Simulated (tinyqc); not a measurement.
Worked calculation (part 1 of 3): UHF in the sto-3g basis, for LiH+, spin multiplicity 2. Computed by tinyqc, a small Python program that keeps every step (integrals from PySCF). Settings: charge = 1, multiplicity = 2, basis = sto-3g, energy threshold = 1e-08, iteration cap = 89, orthogonalisation = symmetric, start = atomic densities, DIIS depth = 3, damping = 0.7, method = UHF. Command: `OMP_NUM_THREADS=1 python tinyqc.py 24777 24778 out.jsonl` (the two numbers bound the seeds that draw the settings). One thread of a shared host (Intel(R) Xeon(R) Processor @ 2.60GHz), about 0.1 s of CPU time with the checks. Later iterations appear only in the table of the cycle.

## One-electron integrals

Geometry (angstrom):
```
atom        x        y        z
Li    0.00000  0.00000  0.00000
H     0.00000  0.00000  1.61000
```

Basis sto-3g: exponents (1/bohr^2) and contraction coefficients of normalised primitives:
```
element  l (shell)  exponent  coefficient
Li           s (1)  16.11958      0.15433
Li           s (1)   2.93620      0.53533
Li           s (1)   0.79465      0.44463
Li           s (2)   0.63629     -0.09997
Li           s (2)   0.14786      0.39951
Li           s (2)   0.04809      0.70012
Li           p (3)   0.63629      0.15592
Li           p (3)   0.14786      0.60768
Li           p (3)   0.04809      0.39196
H            s (1)   3.42525      0.15433
H            s (1)   0.62391      0.53533
H            s (1)   0.16886      0.44463
```

Overlap, kinetic and nuclear-attraction integrals over the contracted functions; the nuclear repulsion is the sum of Za Zb / Rab.

nuclear repulsion = 0.9860445 hartree

overlap S, order 1Li 1s, 1Li 2s, 1Li 2px, 1Li 2py, 1Li 2pz, 2H 1s:
$$\begin{pmatrix}
1.00000 & 0.24114 & 0.00000 & 0.00000 & 0.00000 & 0.06511 \\
0.24114 & 1.00000 & 0.00000 & 0.00000 & 0.00000 & 0.39277 \\
0.00000 & 0.00000 & 1.00000 & 0.00000 & 0.00000 & 0.00000 \\
0.00000 & 0.00000 & 0.00000 & 1.00000 & 0.00000 & 0.00000 \\
0.00000 & 0.00000 & 0.00000 & 0.00000 & 1.00000 & 0.51102 \\
0.06511 & 0.39277 & 0.00000 & 0.00000 & 0.51102 & 1.00000
\end{pmatrix}$$

kinetic energy T (hartree), order 1Li 1s, 1Li 2s, 1Li 2px, 1Li 2py, 1Li 2pz, 2H 1s:
$$\begin{pmatrix}
3.57679 & -0.02024 & 0.00000 & 0.00000 & 0.00000 & -0.01553 \\
-0.02024 & 0.10216 & 0.00000 & 0.00000 & 0.00000 & 0.04149 \\
0.00000 & 0.00000 & 0.31968 & 0.00000 & 0.00000 & 0.00000 \\
0.00000 & 0.00000 & 0.00000 & 0.31968 & 0.00000 & 0.00000 \\
0.00000 & 0.00000 & 0.00000 & 0.00000 & 0.31968 & 0.12707 \\
-0.01553 & 0.04149 & 0.00000 & 0.00000 & 0.12707 & 0.76003
\end{pmatrix}$$

nuclear attraction V (hartree), order 1Li 1s, 1Li 2s, 1Li 2px, 1Li 2py, 1Li 2pz, 2H 1s:
$$\begin{pmatrix}
-8.31156 & -1.04360 & 0.00000 & 0.00000 & -0.01590 & -0.28013 \\
-1.04360 & -1.49692 & 0.00000 & 0.00000 & -0.12161 & -0.72848 \\
0.00000 & 0.00000 & -1.45455 & 0.00000 & 0.00000 & 0.00000 \\
0.00000 & 0.00000 & 0.00000 & -1.45455 & 0.00000 & 0.00000 \\
-0.01590 & -0.12161 & 0.00000 & 0.00000 & -1.55224 & -0.96032 \\
-0.28013 & -0.72848 & 0.00000 & 0.00000 & -0.96032 & -2.21020
\end{pmatrix}$$

core Hamiltonian H = T + V (hartree), order 1Li 1s, 1Li 2s, 1Li 2px, 1Li 2py, 1Li 2pz, 2H 1s:
$$\begin{pmatrix}
-4.73478 & -1.06383 & 0.00000 & 0.00000 & -0.01590 & -0.29566 \\
-1.06383 & -1.39476 & 0.00000 & 0.00000 & -0.12161 & -0.68699 \\
0.00000 & 0.00000 & -1.13487 & 0.00000 & 0.00000 & 0.00000 \\
0.00000 & 0.00000 & 0.00000 & -1.13487 & 0.00000 & 0.00000 \\
-0.01590 & -0.12161 & 0.00000 & 0.00000 & -1.23256 & -0.83324 \\
-0.29566 & -0.68699 & 0.00000 & 0.00000 & -0.83324 & -1.45016
\end{pmatrix}$$

## Two-electron integrals

Functions are numbered as in S; the eight-fold symmetry (ij|kl) = (ji|kl) = (kl|ij) leaves the list below.

Two-electron integrals (ij|kl) in chemists' order, unique and non-zero (hartree):
```
(11|11) 1.68040   (21|11) 0.26542   (21|21) 0.04994   (22|11) 0.39773
(22|21) 0.09286   (22|22) 0.29056   (31|31) 0.00898   (32|31) 0.01379
(32|32) 0.06418   (33|11) 0.39664   (33|21) 0.09288   (33|22) 0.29050
(33|33) 0.31295   (41|41) 0.00898   (42|41) 0.01379   (42|42) 0.06418
(43|43) 0.01687   (44|11) 0.39664   (44|21) 0.09288   (44|22) 0.29050
(44|33) 0.27921   (44|44) 0.31295   (51|51) 0.00898   (52|51) 0.01379
(52|52) 0.06418   (53|53) 0.01687   (54|54) 0.01687   (55|11) 0.39664
(55|21) 0.09288   (55|22) 0.29050   (55|33) 0.27921   (55|44) 0.27921
(55|55) 0.31295   (61|11) 0.06970   (61|21) 0.01318   (61|22) 0.02493
(61|33) 0.02464   (61|44) 0.02464   (61|51) 0.00156   (61|52) 0.00301
(61|55) 0.02553   (61|61) 0.00380   (62|11) 0.14907   (62|21) 0.03515
(62|22) 0.11454   (62|33) 0.10884   (62|44) 0.10884   (62|51) 0.00573
(62|52) 0.03346   (62|55) 0.12583   (62|61) 0.01105   (62|62) 0.07283
(63|31) 0.00296   (63|32) 0.01340   (63|53) 0.00528   (63|63) 0.00550
(64|41) 0.00296   (64|42) 0.01340   (64|54) 0.00528   (64|64) 0.00550
(65|11) 0.18048   (65|21) 0.04304   (65|22) 0.14571   (65|33) 0.13596
(65|44) 0.13596   (65|51) 0.00892   (65|52) 0.05119   (65|55) 0.16504
(65|61) 0.01413   (65|62) 0.10184   (65|65) 0.14471   (66|11) 0.32750
(66|21) 0.07863   (66|22) 0.28003   (66|33) 0.25571   (66|44) 0.25571
(66|51) 0.01508   (66|52) 0.10540   (66|55) 0.32828   (66|61) 0.02595
(66|62) 0.22047   (66|65) 0.32079   (66|66) 0.77461
```

## Orthogonalisation

S = U s U^T; symmetric (Loewdin) form X = U s^(-1/2) U^T, so that X^T S X = 1.

eigenvalues of S: [0.34967, 0.79905, 1.00000, 1.00000, 1.17074, 1.68054]

X, order 1Li 1s, 1Li 2s, 1Li 2px, 1Li 2py, 1Li 2pz, 2H 1s:
$$\begin{pmatrix}
1.02309 & -0.12895 & 0.00000 & 0.00000 & -0.00484 & 0.00734 \\
-0.12895 & 1.10956 & 0.00000 & 0.00000 & 0.11169 & -0.27591 \\
0.00000 & 0.00000 & 1.00000 & 0.00000 & 0.00000 & 0.00000 \\
0.00000 & 0.00000 & 0.00000 & 1.00000 & 0.00000 & 0.00000 \\
-0.00484 & 0.11169 & 0.00000 & 0.00000 & 1.14376 & -0.35600 \\
0.00734 & -0.27591 & 0.00000 & 0.00000 & -0.35600 & 1.22899
\end{pmatrix}$$

## Starting guess

The start is atomic minimal-basis densities projected into this basis (PySCF's MINAO start) and scaled to the electron count of each spin; this density is not idempotent, so its energy is not variational and may lie below the converged one.

D(alpha) at the start, order 1Li 1s, 1Li 2s, 1Li 2px, 1Li 2py, 1Li 2pz, 2H 1s:
$$\begin{pmatrix}
1.03771 & -0.11486 & 0.00000 & 0.00000 & -0.00051 & -0.00087 \\
-0.11486 & 0.52249 & 0.00000 & 0.00000 & 0.00637 & 0.04084 \\
0.00000 & 0.00000 & 0.00000 & 0.00000 & 0.00000 & 0.00000 \\
0.00000 & 0.00000 & 0.00000 & 0.00000 & 0.00000 & 0.00000 \\
-0.00051 & 0.00637 & 0.00000 & 0.00000 & 0.00241 & 0.03196 \\
-0.00087 & 0.04084 & 0.00000 & 0.00000 & 0.03196 & 0.42815
\end{pmatrix}$$

D(beta) at the start, order 1Li 1s, 1Li 2s, 1Li 2px, 1Li 2py, 1Li 2pz, 2H 1s:
$$\begin{pmatrix}
0.51885 & -0.05743 & 0.00000 & 0.00000 & -0.00026 & -0.00043 \\
-0.05743 & 0.26125 & 0.00000 & 0.00000 & 0.00319 & 0.02042 \\
0.00000 & 0.00000 & 0.00000 & 0.00000 & 0.00000 & 0.00000 \\
0.00000 & 0.00000 & 0.00000 & 0.00000 & 0.00000 & 0.00000 \\
-0.00026 & 0.00319 & 0.00000 & 0.00000 & 0.00120 & 0.01598 \\
-0.00043 & 0.02042 & 0.00000 & 0.00000 & 0.01598 & 0.21408
\end{pmatrix}$$

## Iteration 1: building the Fock matrix

J_ij = sum D_kl (ij|kl) with D = D(alpha) + D(beta), K_ij = sum D_kl (ik|jl) for each spin; F = H + J - K(s); E = tr D H + tr D J / 2 - 0.5 sum_s tr D(s) K(s) + E_nn.

Coulomb J (hartree), order 1Li 1s, 1Li 2s, 1Li 2px, 1Li 2py, 1Li 2pz, 2H 1s:
$$\begin{pmatrix}
3.08304 & 0.52794 & 0.00000 & 0.00000 & 0.01149 & 0.14300 \\
0.52794 & 1.02364 & 0.00000 & 0.00000 & 0.07790 & 0.47103 \\
0.00000 & 0.00000 & 1.00460 & 0.00000 & 0.00000 & 0.00000 \\
0.00000 & 0.00000 & 0.00000 & 1.00460 & 0.00000 & 0.00000 \\
0.01149 & 0.07790 & 0.00000 & 0.00000 & 1.05620 & 0.61419 \\
0.14300 & 0.47103 & 0.00000 & 0.00000 & 0.61419 & 1.26051
\end{pmatrix}$$

exchange K(alpha) (hartree), order 1Li 1s, 1Li 2s, 1Li 2px, 1Li 2py, 1Li 2pz, 2H 1s:
$$\begin{pmatrix}
1.71158 & 0.27989 & 0.00000 & 0.00000 & 0.00935 & 0.08771 \\
0.27989 & 0.22508 & 0.00000 & 0.00000 & 0.05874 & 0.18322 \\
0.00000 & 0.00000 & 0.04351 & 0.00000 & 0.00000 & 0.00000 \\
0.00000 & 0.00000 & 0.00000 & 0.04351 & 0.00000 & 0.00000 \\
0.00935 & 0.05874 & 0.00000 & 0.00000 & 0.11711 & 0.18050 \\
0.08771 & 0.18322 & 0.00000 & 0.00000 & 0.18050 & 0.41121
\end{pmatrix}$$

exchange K(beta) (hartree), order 1Li 1s, 1Li 2s, 1Li 2px, 1Li 2py, 1Li 2pz, 2H 1s:
$$\begin{pmatrix}
0.85579 & 0.13994 & 0.00000 & 0.00000 & 0.00467 & 0.04386 \\
0.13994 & 0.11254 & 0.00000 & 0.00000 & 0.02937 & 0.09161 \\
0.00000 & 0.00000 & 0.02175 & 0.00000 & 0.00000 & 0.00000 \\
0.00000 & 0.00000 & 0.00000 & 0.02175 & 0.00000 & 0.00000 \\
0.00467 & 0.02937 & 0.00000 & 0.00000 & 0.05856 & 0.09025 \\
0.04386 & 0.09161 & 0.00000 & 0.00000 & 0.09025 & 0.20560
\end{pmatrix}$$

F(alpha) (hartree), order 1Li 1s, 1Li 2s, 1Li 2px, 1Li 2py, 1Li 2pz, 2H 1s:
$$\begin{pmatrix}
-3.36332 & -0.81578 & 0.00000 & 0.00000 & -0.01376 & -0.24038 \\
-0.81578 & -0.59620 & 0.00000 & 0.00000 & -0.10246 & -0.39917 \\
0.00000 & 0.00000 & -0.17377 & 0.00000 & 0.00000 & 0.00000 \\
0.00000 & 0.00000 & 0.00000 & -0.17377 & 0.00000 & 0.00000 \\
-0.01376 & -0.10246 & 0.00000 & 0.00000 & -0.29348 & -0.39955 \\
-0.24038 & -0.39917 & 0.00000 & 0.00000 & -0.39955 & -0.60087
\end{pmatrix}$$

F(beta) (hartree), order 1Li 1s, 1Li 2s, 1Li 2px, 1Li 2py, 1Li 2pz, 2H 1s:
$$\begin{pmatrix}
-2.50753 & -0.67583 & 0.00000 & 0.00000 & -0.00909 & -0.19652 \\
-0.67583 & -0.48366 & 0.00000 & 0.00000 & -0.07308 & -0.30756 \\
0.00000 & 0.00000 & -0.15202 & 0.00000 & 0.00000 & 0.00000 \\
0.00000 & 0.00000 & 0.00000 & -0.15202 & 0.00000 & 0.00000 \\
-0.00909 & -0.07308 & 0.00000 & 0.00000 & -0.23492 & -0.30930 \\
-0.19652 & -0.30756 & 0.00000 & 0.00000 & -0.30930 & -0.39526
\end{pmatrix}$$

total energy of this density = -6.3072190 hartree

This density is the starting one; it is not idempotent, so its energy is not variational and may lie below the converged one.

## Iteration 1: diagonalisation and new density

Diagonalise F' = X^T F X, C = X C', fill 2 alpha and 1 beta electrons from the bottom; D(s) = C_occ C_occ^T; the new density keeps 0.7 of the old one (damping). Each column has its largest component positive (the first on a tie).

F' = X^T F X (alpha) (hartree):
$$\begin{pmatrix}
-3.31798 & -0.35901 & 0.00000 & 0.00000 & -0.00135 & -0.05595 \\
-0.35901 & -0.37895 & 0.00000 & 0.00000 & 0.01497 & -0.22179 \\
0.00000 & 0.00000 & -0.17377 & 0.00000 & 0.00000 & 0.00000 \\
0.00000 & 0.00000 & 0.00000 & -0.17377 & 0.00000 & 0.00000 \\
-0.00135 & 0.01497 & 0.00000 & 0.00000 & -0.13644 & -0.26883 \\
-0.05595 & -0.22179 & 0.00000 & 0.00000 & -0.26883 & -0.39108
\end{pmatrix}$$

orbital energies (alpha) (hartree): MO1 -3.36349, MO2 -0.65844, MO3 -0.28077, MO4 -0.17377, MO5 -0.17377, MO6 0.07825

coefficients C (alpha), order 1Li 1s, 1Li 2s, 1Li 2px, 1Li 2py, 1Li 2pz, 2H 1s:
$$\begin{pmatrix}
0.99966 & -0.14393 & -0.19417 & 0.00000 & 0.00000 & -0.07547 \\
-0.00069 & 0.38292 & 0.90626 & 0.00000 & 0.00000 & 0.60698 \\
0.00000 & 0.00000 & 0.00000 & 0.42878 & 0.90341 & 0.00000 \\
0.00000 & 0.00000 & 0.00000 & 0.90341 & -0.42878 & 0.00000 \\
0.00130 & 0.21995 & -0.44118 & 0.00000 & 0.00000 & 1.09745 \\
0.00734 & 0.68203 & -0.33025 & 0.00000 & 0.00000 & -1.06726
\end{pmatrix}$$

F' = X^T F X (beta) (hartree):
$$\begin{pmatrix}
-2.45678 & -0.33554 & 0.00000 & 0.00000 & -0.00166 & -0.04385 \\
-0.33554 & -0.30122 & 0.00000 & 0.00000 & 0.02230 & -0.18916 \\
0.00000 & 0.00000 & -0.15202 & 0.00000 & 0.00000 & 0.00000 \\
0.00000 & 0.00000 & 0.00000 & -0.15202 & 0.00000 & 0.00000 \\
-0.00166 & 0.02230 & 0.00000 & 0.00000 & -0.10569 & -0.23672 \\
-0.04385 & -0.18916 & 0.00000 & 0.00000 & -0.23672 & -0.19962
\end{pmatrix}$$

orbital energies (beta) (hartree): MO1 -2.51006, MO2 -0.47364, MO3 -0.21766, MO4 -0.15202, MO5 -0.15202, MO6 0.13805

coefficients C (beta), order 1Li 1s, 1Li 2s, 1Li 2px, 1Li 2py, 1Li 2pz, 2H 1s:
$$\begin{pmatrix}
0.99110 & -0.17358 & -0.20856 & 0.00000 & 0.00000 & 0.08672 \\
0.03365 & 0.45075 & 0.84921 & 0.00000 & 0.00000 & -0.64099 \\
0.00000 & 0.00000 & 0.00000 & 0.05439 & 0.99852 & 0.00000 \\
0.00000 & 0.00000 & 0.00000 & 0.99852 & -0.05439 & 0.00000 \\
0.00377 & 0.29668 & -0.52908 & 0.00000 & 0.00000 & -1.03897 \\
0.00298 & 0.58660 & -0.25765 & 0.00000 & 0.00000 & 1.14142
\end{pmatrix}$$

D(alpha) after iteration 1, order 1Li 1s, 1Li 2s, 1Li 2px, 1Li 2py, 1Li 2pz, 2H 1s:
$$\begin{pmatrix}
1.03240 & -0.09715 & 0.00000 & 0.00000 & -0.00946 & -0.02785 \\
-0.09715 & 0.40973 & 0.00000 & 0.00000 & 0.02973 & 0.10693 \\
0.00000 & 0.00000 & 0.00000 & 0.00000 & 0.00000 & 0.00000 \\
0.00000 & 0.00000 & 0.00000 & 0.00000 & 0.00000 & 0.00000 \\
-0.00946 & 0.02973 & 0.00000 & 0.00000 & 0.01620 & 0.06738 \\
-0.02785 & 0.10693 & 0.00000 & 0.00000 & 0.06738 & 0.43927
\end{pmatrix}$$

D(beta) after iteration 1, order 1Li 1s, 1Li 2s, 1Li 2px, 1Li 2py, 1Li 2pz, 2H 1s:
$$\begin{pmatrix}
0.65788 & -0.03020 & 0.00000 & 0.00000 & 0.00094 & 0.00058 \\
-0.03020 & 0.18321 & 0.00000 & 0.00000 & 0.00227 & 0.01432 \\
0.00000 & 0.00000 & 0.00000 & 0.00000 & 0.00000 & 0.00000 \\
0.00000 & 0.00000 & 0.00000 & 0.00000 & 0.00000 & 0.00000 \\
0.00094 & 0.00227 & 0.00000 & 0.00000 & 0.00085 & 0.01119 \\
0.00058 & 0.01432 & 0.00000 & 0.00000 & 0.01119 & 0.14986
\end{pmatrix}$$

Within a degenerate level the vectors are fixed only up to a rotation; this is one choice.

## Iteration 2: building the Fock matrix

As before.

Coulomb J (hartree), order 1Li 1s, 1Li 2s, 1Li 2px, 1Li 2py, 1Li 2pz, 2H 1s:
$$\begin{pmatrix}
3.26900 & 0.55345 & 0.00000 & 0.00000 & 0.01232 & 0.14981 \\
0.55345 & 1.04015 & 0.00000 & 0.00000 & 0.08196 & 0.47807 \\
0.00000 & 0.00000 & 1.02085 & 0.00000 & 0.00000 & 0.00000 \\
0.00000 & 0.00000 & 0.00000 & 1.02085 & 0.00000 & 0.00000 \\
0.01232 & 0.08196 & 0.00000 & 0.00000 & 1.07282 & 0.62209 \\
0.14981 & 0.47807 & 0.00000 & 0.00000 & 0.62209 & 1.27048
\end{pmatrix}$$

exchange K(alpha) (hartree), order 1Li 1s, 1Li 2s, 1Li 2px, 1Li 2py, 1Li 2pz, 2H 1s:
$$\begin{pmatrix}
1.70470 & 0.27615 & 0.00000 & 0.00000 & 0.00772 & 0.08419 \\
0.27615 & 0.21265 & 0.00000 & 0.00000 & 0.08400 & 0.20647 \\
0.00000 & 0.00000 & 0.03899 & 0.00000 & 0.00000 & 0.00000 \\
0.00000 & 0.00000 & 0.00000 & 0.03899 & 0.00000 & 0.00000 \\
0.00772 & 0.08400 & 0.00000 & 0.00000 & 0.13422 & 0.21621 \\
0.08419 & 0.20647 & 0.00000 & 0.00000 & 0.21621 & 0.46895
\end{pmatrix}$$

exchange K(beta) (hartree), order 1Li 1s, 1Li 2s, 1Li 2px, 1Li 2py, 1Li 2pz, 2H 1s:
$$\begin{pmatrix}
1.09969 & 0.18083 & 0.00000 & 0.00000 & 0.00389 & 0.05337 \\
0.18083 & 0.09552 & 0.00000 & 0.00000 & 0.02074 & 0.06880 \\
0.00000 & 0.00000 & 0.01818 & 0.00000 & 0.00000 & 0.00000 \\
0.00000 & 0.00000 & 0.00000 & 0.01818 & 0.00000 & 0.00000 \\
0.00389 & 0.02074 & 0.00000 & 0.00000 & 0.04396 & 0.06381 \\
0.05337 & 0.06880 & 0.00000 & 0.00000 & 0.06381 & 0.14539
\end{pmatrix}$$

F(alpha) (hartree), order 1Li 1s, 1Li 2s, 1Li 2px, 1Li 2py, 1Li 2pz, 2H 1s:
$$\begin{pmatrix}
-3.17048 & -0.78654 & 0.00000 & 0.00000 & -0.01130 & -0.23004 \\
-0.78654 & -0.56726 & 0.00000 & 0.00000 & -0.12365 & -0.41538 \\
0.00000 & 0.00000 & -0.15301 & 0.00000 & 0.00000 & 0.00000 \\
0.00000 & 0.00000 & 0.00000 & -0.15301 & 0.00000 & 0.00000 \\
-0.01130 & -0.12365 & 0.00000 & 0.00000 & -0.29396 & -0.42736 \\
-0.23004 & -0.41538 & 0.00000 & 0.00000 & -0.42736 & -0.64864
\end{pmatrix}$$

F(beta) (hartree), order 1Li 1s, 1Li 2s, 1Li 2px, 1Li 2py, 1Li 2pz, 2H 1s:
$$\begin{pmatrix}
-2.56548 & -0.69121 & 0.00000 & 0.00000 & -0.00747 & -0.19922 \\
-0.69121 & -0.45013 & 0.00000 & 0.00000 & -0.06039 & -0.27772 \\
0.00000 & 0.00000 & -0.13219 & 0.00000 & 0.00000 & 0.00000 \\
0.00000 & 0.00000 & 0.00000 & -0.13219 & 0.00000 & 0.00000 \\
-0.00747 & -0.06039 & 0.00000 & 0.00000 & -0.20370 & -0.27497 \\
-0.19922 & -0.27772 & 0.00000 & 0.00000 & -0.27497 & -0.32508
\end{pmatrix}$$

total energy of this density = -6.6633451 hartree

This density is a damped mixture and is not idempotent, and it still holds part of the atomic start, so its energy may lie below the converged one.

## Iteration 2: DIIS over 2 matrices

error matrix X^T (FDS - SDF) X (alpha):
$$\begin{pmatrix}
0.00000 & -0.02615 & 0.00000 & 0.00000 & -0.02132 & -0.07063 \\
0.02615 & 0.00000 & 0.00000 & 0.00000 & 0.01790 & 0.03727 \\
0.00000 & 0.00000 & 0.00000 & 0.00000 & 0.00000 & 0.00000 \\
0.00000 & 0.00000 & 0.00000 & 0.00000 & 0.00000 & 0.00000 \\
0.02132 & -0.01790 & 0.00000 & 0.00000 & 0.00000 & -0.03951 \\
0.07063 & -0.03727 & 0.00000 & 0.00000 & 0.03951 & 0.00000
\end{pmatrix}$$

B (overlaps of the stored error matrices):
$$\begin{pmatrix}
4.2827452e-02 & 3.0086324e-02 \\
3.0086324e-02 & 2.2363975e-02
\end{pmatrix}$$

Minimise |sum c_i e_i|^2 with sum c_i = 1: solve [B -1; -1 0][c; lambda] = [0; -1] with B_ij = tr e_i^T e_j summed over both spins, and take F = sum c_i F_i.

DIIS coefficients: [-1.53869, 2.53869]

extrapolated F(alpha) (hartree), order 1Li 1s, 1Li 2s, 1Li 2px, 1Li 2py, 1Li 2pz, 2H 1s:
$$\begin{pmatrix}
-2.87377 & -0.74154 & 0.00000 & 0.00000 & -0.00751 & -0.21414 \\
-0.74154 & -0.52274 & 0.00000 & 0.00000 & -0.15626 & -0.44033 \\
0.00000 & 0.00000 & -0.12106 & 0.00000 & 0.00000 & 0.00000 \\
0.00000 & 0.00000 & 0.00000 & -0.12106 & 0.00000 & 0.00000 \\
-0.00751 & -0.15626 & 0.00000 & 0.00000 & -0.29470 & -0.47015 \\
-0.21414 & -0.44033 & 0.00000 & 0.00000 & -0.47015 & -0.72214
\end{pmatrix}$$

extrapolated F(beta) (hartree), order 1Li 1s, 1Li 2s, 1Li 2px, 1Li 2py, 1Li 2pz, 2H 1s:
$$\begin{pmatrix}
-2.65464 & -0.71488 & 0.00000 & 0.00000 & -0.00499 & -0.20338 \\
-0.71488 & -0.39855 & 0.00000 & 0.00000 & -0.04086 & -0.23179 \\
0.00000 & 0.00000 & -0.10169 & 0.00000 & 0.00000 & 0.00000 \\
0.00000 & 0.00000 & 0.00000 & -0.10169 & 0.00000 & 0.00000 \\
-0.00499 & -0.04086 & 0.00000 & 0.00000 & -0.15566 & -0.22214 \\
-0.20338 & -0.23179 & 0.00000 & 0.00000 & -0.22214 & -0.21709
\end{pmatrix}$$
